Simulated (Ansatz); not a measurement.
Process, species as SMILES: P#P (P2) + 3 [H][H] (H2) → 2 P (PH3)
B3LYP-D3(BJ)/def2-TZVP geometries, fixed; electronic energies without zero-point terms.

How fast the energy of full hydrogenation converges with the basis for several methods (Ansatz, a quantum-chemistry and plane-wave program): deviation from each method's own reference, in kcal/mol. References: B2PLYP -39.64 kcal/mol, the value in pcseg-4; CCSD(T) -39.72 kcal/mol, Hartree-Fock in aug-cc-pV(Q+d)Z plus the correlation part extrapolated as X^-3 from aug-cc-pV(T+d)Z and aug-cc-pV(Q+d)Z; HF -55.19 kcal/mol, the value in aug-pcseg-3; MP2 -33.53 kcal/mol, Hartree-Fock in aug-cc-pV(Q+d)Z plus the correlation part extrapolated as X^-3 from aug-cc-pV(T+d)Z and aug-cc-pV(Q+d)Z; PBE -43.03 kcal/mol, the value in pcseg-4; PBE0 -50.16 kcal/mol, the value in pcseg-4. Cartesian d functions, on some or all atoms, in 6-311G**; all else is spherical. In correlated methods cores are frozen. A restricted Hartree-Fock determinant is unstable towards unrestricted orbitals. No added dispersion term, no relativity. 

```
basis              functions  B2PLYP  CCSD(T)     HF  MP2    PBE   PBE0
-----------------  ---------  ------  -------  -----  ---  -----  -----
3-21G                     26   19.78    29.19  15.66  ___  11.00  11.99
def2-SVPD                 48   -6.55    -4.80  -4.87  ___  -7.21  -5.99
aug-pcseg-1               54   -0.60     2.61  -1.74  ___  -1.91  -1.81
6-311G**                  54   -2.75    -2.19  -5.78  ___  -1.81  -2.82
def2-TZVP                 74    0.78     3.15  -0.31  ___   0.17   0.05
cc-pV(T+d)Z               81   -0.11     0.35  -0.03  ___  -0.12  -0.09
6-311++G(3df,3pd)        101   -1.33    -1.82  -0.71  ___  -1.06  -0.99
aug-pcseg-2              119   -0.71    -1.36  -0.31  ___  -0.17  -0.21
```

Problem. Fill in the missing entries.

Solution. 
- 3-21G, MP2: 33.68
- def2-SVPD, MP2: -5.75
- aug-pcseg-1, MP2: 1.22
- 6-311G**, MP2: -3.77
- def2-TZVP, MP2: 2.61
- cc-pV(T+d)Z, MP2: -0.57
- 6-311++G(3df,3pd), MP2: -2.51
- aug-pcseg-2, MP2: -2.17

Mean absolute deviation over 6-311G**, def2-TZVP, cc-pV(T+d)Z, 6-311++G(3df,3pd), aug-pcseg-2: PBE 0.67, PBE0 0.83, B2PLYP 1.14, HF 1.43, CCSD(T) 1.77, MP2 2.33 kcal/mol.
